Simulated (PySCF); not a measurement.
# [B2H5]− (SMILES B[BH3-]): levels of theory compared

Wanted: a comparison of 6 runs (MP2/STO-3G, BCCD(T)/STO-3G, CCSDT/STO-3G, QCISD(T)/STO-3G, CISD/STO-3G, FCI/STO-3G) of [B2H5]−. The job is set up through a Python script.

Program for the calculation: PySCF 2.14.0.

4 further runs of the same task are left out: 4 set aside as unsound or not needed.

### 1 The system as given

[B2H5]− has 7 atoms, charge -1, and is taken as a singlet. As SMILES, `B[BH3-]`. The B2–H5 distance was set to 2.234 Å, away from the relaxed value. At this shape a bond of the SMILES string is far longer than usual.

Bond lengths: B1–B2 1.680 Å, B1–H3 1.204 Å, B1–H4 1.203 Å, B2–H6 1.241 Å, B2–H7 1.240 Å. Angles: B1–B2–H6 110.4°, B1–B2–H7 115.9°, B2–B1–H3 126.5°, B2–B1–H4 123.5°, H6–B2–H7 107.0°, H3–B1–H4 110.0°.

### 2 A single-point energy at MP2/STO-3G (run 1)

File mol.xyz:

```xyz
7
B2H5
B      0.539292    -0.620048     1.390855
B      0.209372     0.807072     0.567125
H      1.591432    -0.934768     1.885495
H     -0.277038    -1.484678     1.573985
H     -0.531530     0.371570    -1.495060
H     -0.712918     1.423652     1.123965
H      1.157092     1.598512     0.452665
```

File run.py:

```python
from pyscf import gto, scf, mp

system = gto.Mole()
system.atom = 'mol.xyz'
system.spin = 0
system.charge = -1
system.max_memory = 1860
system.basis = 'sto-3g'
system.verbose = 3
system.build()

myscf = scf.RHF(system)
myscf.conv_tol = 1e-10
myscf.kernel()
if not myscf.converged:
    myscf = myscf.newton().run(myscf.mo_coeff, myscf.mo_occ)

pt = mp.MP2(myscf, frozen=2).run()
etot = pt.e_tot
print('E(%s) = %.9f' % ('MP2', etot))
```

Command:

```bash
$ OMP_NUM_THREADS=1 python run.py
```

The program printed:

```text
converged SCF energy = -51.2939533575899
E(RMP2) = -51.3963010738504  E_corr = -0.102347716260516
E(SCS-RMP2) = -51.4111222096884  E_corr = -0.117168852098574
E(MP2) = -51.396301074
```

Run time: 0.52 s. Hardware: 1 thread of Arm Neoverse V2, shared host; peak memory 0.12 GiB.

### 3 A single-point energy at BCCD(T)/STO-3G (run 2)

File job.py:

```python
from pyscf import gto, cc
from pyscf.cc.bccd import bccd_kernel_

system = gto.Mole()
system.atom = '''
B      1.019114    -1.171721     2.628335
B      0.395656     1.525145     1.071711
H      3.007371    -1.766456     3.563069
H     -0.523526    -2.805635     2.974401
H     -1.004446     0.702166    -2.825254
H     -1.347220     2.690312     2.123986
H      2.186587     3.020750     0.855413
'''
system.unit = 'bohr'
system.verbose = 3
system.max_memory = 1860
system.charge = -1
system.basis = 'sto-3g'
system.build()

myscf = system.RHF()
myscf.conv_tol = 1e-10
myscf.kernel()
if not myscf.converged:
    myscf = myscf.newton().run(myscf.mo_coeff, myscf.mo_occ)

mycc = cc.CCSD(myscf, frozen=2).run()
mycc = bccd_kernel_(mycc, diis=True)
e_t = mycc.ccsd_t()
e_tot = mycc.e_tot + e_t
print('E(%s) = %.9f' % ('BCCD(T)', e_tot))
```

Command:

```bash
$ OMP_NUM_THREADS=1 python job.py
```

The program printed:

```text
converged SCF energy = -51.293953342365
E(CCSD) = -51.44792875933938  E_corr = -0.153975416974426
BCCD loop starts.

[... 24 lines left out ...]
CCSD converged
[... 27 lines left out ...]
CCSD converged
[... 22 lines left out ...]
CCSD converged
[... 19 lines left out ...]
CCSD converged
[... 3 lines left out ...]
******** <class 'pyscf.cc.ccsd.CCSD'> ********
CC2 = 0
CCSD nocc = 6, nmo = 13
frozen orbitals 2
max_cycle = 50
direct = 0
conv_tol = 1e-07
conv_tol_normt = 1e-05
diis_space = 6
diis_start_cycle = 0
diis_start_energy_diff = 1e+09
Init E_corr(CCSD) = -0.165928639699182
cycle = 1  E_corr(CCSD) = -0.165930004510374  dE = -1.36481119e-06  norm(t1,t2) = 1.32745e-05
cycle = 2  E_corr(CCSD) = -0.165929336606884  dE = 6.6790349e-07  norm(t1,t2) = 5.92792e-06
cycle = 3  E_corr(CCSD) = -0.165929523682104  dE = -1.8707522e-07  norm(t1,t2) = 4.02098e-06
cycle = 4  E_corr(CCSD) = -0.165929426507454  dE = 9.71746497e-08  norm(t1,t2) = 2.41311e-06
CCSD converged
E(CCSD) = -51.44733161555083  E_corr = -0.1659294265074541
BCC iter:    4  E:     -51.447331615551  dE:   -4.290e-08  |t1|:    9.203e-06
CCSD(T) correction = -0.00434107421890042
E(BCCD(T)) = -51.451672690
```

It took 0.86 s on 1 thread of Arm Neoverse V2, shared host; peak memory 0.12 GiB.

Runs 3 to 4 aren't shown in full; the table further down has their settings and results.

### 4 The energy at CISD/STO-3G (run 5)

File run.py:

```python
from pyscf import gto, ci

mol = gto.Mole()
mol.atom = '''
B      1.019114    -1.171721     2.628335
B      0.395656     1.525145     1.071711
H      3.007371    -1.766456     3.563069
H     -0.523526    -2.805635     2.974401
H     -1.004446     0.702166    -2.825254
H     -1.347220     2.690312     2.123986
H      2.186587     3.020750     0.855413
'''
mol.charge = -1
mol.max_memory = 1860
mol.verbose = 3
mol.basis = 'sto-3g'
mol.unit = 'bohr'
mol.build()

myscf = mol.RHF()
myscf.conv_tol = 1e-10
myscf.kernel()
if not myscf.converged:
    myscf = myscf.newton().run(myscf.mo_coeff, myscf.mo_occ)

cisd = ci.CISD(myscf, frozen=2)
cisd.kernel()
e_tot = cisd.e_tot
print('E(%s) = %.9f' % ('CISD', e_tot))
```

Command:

```bash
$ OMP_NUM_THREADS=1 python run.py
```

The program printed:

```text
converged SCF energy = -51.293953342365
E(RCISD) = -51.43347710398854  E_corr = -0.1395237616235805
E(CISD) = -51.433477104
```

Wall time 0.52 s (1 thread of Arm Neoverse V2, shared host); peak memory 0.12 GiB.

### 5 A single-point energy at FCI/STO-3G (run 6)

File calc.py:

```python
from pyscf import gto, scf, mcscf
from pyscf import fci

system = gto.M(
    atom=[
    ('B', (0.539292, -0.620048, 1.390855)),
    ('B', (0.209372, 0.807072, 0.567125)),
    ('H', (1.591432, -0.934768, 1.885495)),
    ('H', (-0.277038, -1.484678, 1.573985)),
    ('H', (-0.531530, 0.371570, -1.495060)),
    ('H', (-0.712918, 1.423652, 1.123965)),
    ('H', (1.157092, 1.598512, 0.452665)),
],
    verbose=3,
    basis='sto-3g',
    charge=-1,
    spin=0,
    max_memory=1860,
)

calc0 = scf.RHF(system)
calc0.conv_tol = 1e-10
calc0.kernel()
if not calc0.converged:
    calc0 = calc0.newton().run(calc0.mo_coeff, calc0.mo_occ)

cas = mcscf.CASCI(calc0, calc0.mo_coeff.shape[-1] - 2, (system.nelec[0] - 2, system.nelec[1] - 2))  # full CI above the frozen core
cas.fcisolver = fci.direct_spin0.FCI(system)  # even spin states alone
cas.kernel()
print('<S^2> = %.4f' % cas.fcisolver.spin_square(cas.ci, cas.ncas, cas.nelecas)[0])
etot = cas.e_tot
print(f'total energy: {etot:.8f} hartree')
```

Command:

```bash
$ OMP_NUM_THREADS=1 python calc.py
```

The program printed:

```text
converged SCF energy = -51.2939533575899
CASCI E = -51.4524887321075  E(CI) = -21.6108365497183  S^2 = 0.0000000
<S^2> = 0.0000
total energy: -51.45248873 hartree
```

Run time: 52 s. Hardware: 1 thread of Arm Neoverse V2, shared host; peak memory 0.76 GiB.

### 6 All runs side by side

| run | level | energy (Eh) | HOMO energy (eV) | LUMO energy (eV) | HOMO–LUMO gap (eV) | wall time |
| --- | --- | --- | --- | --- | --- | --- |
| 1 | MP2/STO-3G | -51.396301 | 1.61 | 12.02 | 10.41 | 0.52 s |
| 2 | BCCD(T)/STO-3G | -51.451673 | – | – | – | 0.86 s |
| 3 | CCSDT/STO-3G | -51.452773 | 1.61 | 12.02 | 10.41 | 0.98 s |
| 4 | QCISD(T)/STO-3G | -51.452407 | 1.61 | 12.02 | 10.41 | 0.56 s |
| 5 | CISD/STO-3G | -51.433477 | 1.61 | 12.02 | 10.41 | 0.52 s |
| 6 | FCI/STO-3G | -51.452489 | 1.61 | 12.02 | 10.41 | 52 s |

### 7 Results

```
                                                    quantity         value
                                         run 6: total energy  -51.45249 Eh
                  run 6: HOMO energy (Hartree–Fock orbitals)       1.61 eV
                  run 6: LUMO energy (Hartree–Fock orbitals)      12.02 eV
run 6: HOMO–LUMO gap (to an unbound level, set by the basis)      10.41 eV
          run 6: correlation energy (2 core orbitals frozen)    -158.5 mEh
```

**Reading.** Against full CI in this basis: MP2 +56.2 mEh; BCCD(T) +0.8 mEh; CCSDT -0.3 mEh; QCISD(T) +0.1 mEh; CISD +19.0 mEh. In runs 1, 3, 4, 5, 6 the HOMO lies above zero, so the outermost electron may be held by the basis alone. In run 4 the T1 diagnostic is large, so a single reference may not serve. In runs 1, 2, 3, 4, 5, 6 the basis is minimal, so the values are rough. All runs together took 56 s, the longest 52 s.
